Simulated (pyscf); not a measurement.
`[SH]` [doublet] + `[H][H]` -> `[SH2]` + `[H]` [doublet] (hydrogen abstraction; doublet surface; H–H broken, H–S formed). Optimised with ωB97X-D3(BJ)/def2-SVP in PySCF. Energies in kcal/mol from the separated reactants.

```
level                   barrier  reaction energy
----------------------  -------  ---------------
ωB97X-D3(BJ)/def2-TZVP     16.7            +12.6
r²SCAN/def2-TZVP           12.2            +13.9
PBE0-D3(BJ)/def2-TZVP      12.5            +11.2
M06-2X/def2-TZVP           18.5            +13.7
ωB97M-D3(BJ)/def2-TZVP     16.7            +12.7
HF/def2-TZVP               25.8            +15.1
```

At r²SCAN this geometry lies under the product side: in single points on another level's saddle the reverse barrier vanishes, and the forward threshold there is about the reaction energy. One saddle was located; it need not be the lowest between these sides. The angle at the transferred H is 174°. Left out: the spin-orbit lowering of SH.
